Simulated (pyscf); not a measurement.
Structures and frequencies: ωB97X-D3(BJ)/def2-SVP in PySCF.

For `[F][SiH2][O][SiH3]` + `[ClH]` -> `[FH]` + `[SiH3][O][SiH2][Cl]`, a four-centre exchange (singlet surface; F–Si, Cl–H broken, F–H, Cl–Si formed), PBE/def2-TZVP gives ΔE‡ = 1.23 eV and ΔE = +0.45 eV (zero: the separated reactants). In which direction and how far do r²SCAN/def2-TZVP, PBE0-D3(BJ)/def2-TZVP, ωB97M-D3(BJ)/def2-TZVP move these?

r²SCAN: ΔE‡ = 1.35 eV, ΔE = +0.49 eV; PBE0-D3(BJ): ΔE‡ = 1.33 eV, ΔE = +0.39 eV; ωB97M-D3(BJ): ΔE‡ = 1.47 eV, ΔE = +0.48 eV. PBE's barrier lies under all of them, by 0.10 to 0.23 eV. Its reaction energy lies among theirs. On the product side the descent ends in a complex, 0.22 eV under the separated species and 1.27 eV under the saddle at ωB97X-D3(BJ)/def2-TZVP. This is the saddle that the search found; another between the same sides may lie lower.
